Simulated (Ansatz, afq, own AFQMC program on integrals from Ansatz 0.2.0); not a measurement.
Two steps: Ansatz 0.2.0 writes the Fock matrix and Cholesky factors of the valence space, and afq projects on them the lowest state that overlaps trial and start.

```yaml
crystal:
  periodic: [false, false, false]
  atoms:
    - {symbol: B, position_ang: [0.000000, -0.117392, 1.120424]}
    - {symbol: C, position_ang: [0.000000, -0.033172, -1.011914]}
    - {symbol: H, position_ang: [0.000000, 0.882320, 1.790481]}
    - {symbol: H, position_ang: [0.000000, 0.772078, -1.749908]}
basis:
  gaussian: {orbitals: cc-pVDZ}
magnetization: {spin_polarized: true, initial_magnetization: 3}
correlation: {method: ccsd_t, electrons: outside_noble_gas, hamiltonian_folder: ham}
```

```sh
$ ansatz run in.yaml --threads 1 --pin off --events-out ev --progress --plain --max-ram 1382MiB
```

Options of the walk:

```
--method phaseless --trial cisd --walkers 60 --populations 1 --least-time 40 --time-step 0.005 --steps-per-block 50 --equilibration-blocks 40 --max-blocks 300 --target-error 0.00072 --factor-cut 1e-05 --start spin_pure --seed 6446 --release-times 0.24,0.51,0.99,1.62,2.4 --release-step 0.03 --release-every 4 --taylor-order 6
```

Times are imaginary, in 1/Eh. The walk had a cap of 1002 s.

Log:

```
orbitals 36  electrons 6 3  factors 267 of 354
reference energy -63.47838102 Eh
CCSD correlation -0.17806638 Eh in 13 cycles, weight of the determinant in the CISD state 0.8818
energy of the start -63.655162 Eh
 block  time / (1/Eh)  mean weight  energy / Eh
     1     0.250  0.9988  -63.654951
     2     0.500  0.9986  -63.657217
     3     0.750  0.9980  -63.657719
     4     1.000  0.9987  -63.660466
     5     1.250  0.9984  -63.662529
     8     2.000  1.0003  -63.661427
    11     2.750  1.0010  -63.661543
    26     6.500  0.9994  -63.658172
    41    10.250  0.9996  -63.671499
    56    14.000  0.9992  -63.662991
    71    17.750  0.9978  -63.659356
    81    20.250  1.0019  -63.656072
    86    21.500  1.0001  -63.660058
   101    25.250  1.0015  -63.663250
   116    29.000  1.0013  -63.663669
   131    32.750  0.9992  -63.665319
   146    36.500  0.9978  -63.662259
   161    40.250  1.0012  -63.667238
   176    44.000  0.9986  -63.673425
   191    47.750  0.9991  -63.660591
   196    49.000  1.0005  -63.659416
blocks merged  error / Eh  count
     1  0.000341  160
     2  0.000424  80
     4  0.000507  40
     8  0.000631  20
    16  0.000807  10
released: time / (1/Eh)  energy / Eh  error  mean overlap
  0.24  -63.663018  0.000519  0.9963
  0.51  -63.663935  0.000518  0.9938
  0.99  -63.663248  0.000519  0.9996
  1.62  -63.664389  0.001020  0.9748
  2.40  -63.664377  0.000788  0.9653
energy -63.663275 +/- 0.000631 Eh
(rows thinned)
```

The run passed its tests (sampling time, drift between the halves within three errors, error under three times the target), which doesn't prove that it has relaxed. The second half of the sampling lies below the first by 1.9 errors of their difference, so the energy may still be moving and its error bar be too small.

Against this walk (error 17.2 meV) on the same determinant: CCSD(T) 37.7 meV higher, CCSDT(Q) 23.5 meV lower (within the noise). The error is statistical and leaves out the bias of the constraint. Released to 2.40 1/Eh the energy moves by -30 ± 27 meV (both errors), within twice the noise.

Cautions: constraint bias not in the error; lower spins were not checked.

The walk took 3.9 min on 1 thread of Arm Neoverse V1, on a shared host. The log's last line is the phaseless energy.

CCSDT and higher add their correlation energy to the determinant of the CCSD(T) run, since their own runs factorise the integrals more tightly (a shift of under 2 meV). A walk keeps the symmetry of its determinant, which the program's search chose and which needn't be the lowest solution, so a lower state of the same spin and another symmetry isn't excluded.
